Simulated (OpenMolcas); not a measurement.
## CH2S (methanethial): the vertical energy of the triplet above the singlet from total energies

CH2S has 4 atoms, charge 0, and is taken as a singlet. SMILES: `C=S`. Geometry: relaxed at GFN2-xTB.

```xyz
4

C    -0.1035   -0.0365   -0.0432
S     1.3063    0.4553    0.5464
H    -0.9668   -0.1752    0.5940
H    -0.2361   -0.2436   -1.0973
```

Both states at this one shape; open shells run unrestricted unless said. 1 Eh = 27.2114 eV.

```tsv
level	program	singlet CH2S (Eh)	triplet CH2S (Eh)
HF/STO-3G, open shells restricted	OpenMolcas	-431.669546	-431.648355
PBE0/STO-3G	OpenMolcas	-432.380855	-432.317749
```

Task: Work out the vertical gap, second state less first, at each level.

Result: 
1. HF/STO-3G, open shells restricted: -431.648355 − (-431.669546) = 0.021191 Eh = 0.58 eV.
2. PBE0/STO-3G: -432.317749 − (-432.380855) = 0.063106 Eh = 1.72 eV.

No measured value is set beside it here; the levels span 0.58 to 1.72 eV. Hartree–Fock favours the state with fewer electron pairs, since it lacks pair correlation. Minimal sets are far from the basis-set limit.
